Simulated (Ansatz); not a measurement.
Molecule: O3, net charge -1, doublet state. SMILES of the parent species: O=[O+][O-]

Atoms: O1, O2, O3. Bonds: O1-O2, O2-O3.

Bond lengths (Å) and angles (degrees) optimised at HF/3-21G with Ansatz (a quantum-chemistry and plane-wave program); PBE/6-31G* with Ansatz; MP2/6-31G* with Ansatz, each started from the B3LYP-D3(BJ)/def2-TZVP structure (Ansatz) of the last column. A row stands for all coordinates that are equal there. 6-31G* holds six Cartesian d functions. No wavenumbers were computed at PBE/6-31G*, MP2/6-31G*, so these may be saddle points.

| coordinate | HF/3-21G | PBE/6-31G* | MP2/6-31G* | B3LYP-D3(BJ)/def2-TZVP |
|---|---|---|---|---|
| O1-O2 | 1.431 to 1.527 | 1.378 | 1.337 | 1.351 |
| O1-O2-O3 | 110.0 | 116.0 | 114.8 | 115.6 |

A range marks coordinates that this level makes unequal.

Mean signed difference of all 2 bond lengths from B3LYP-D3(BJ)/def2-TZVP: HF/3-21G 0.128 Å, PBE/6-31G* 0.026 Å, MP2/6-31G* -0.014 Å.
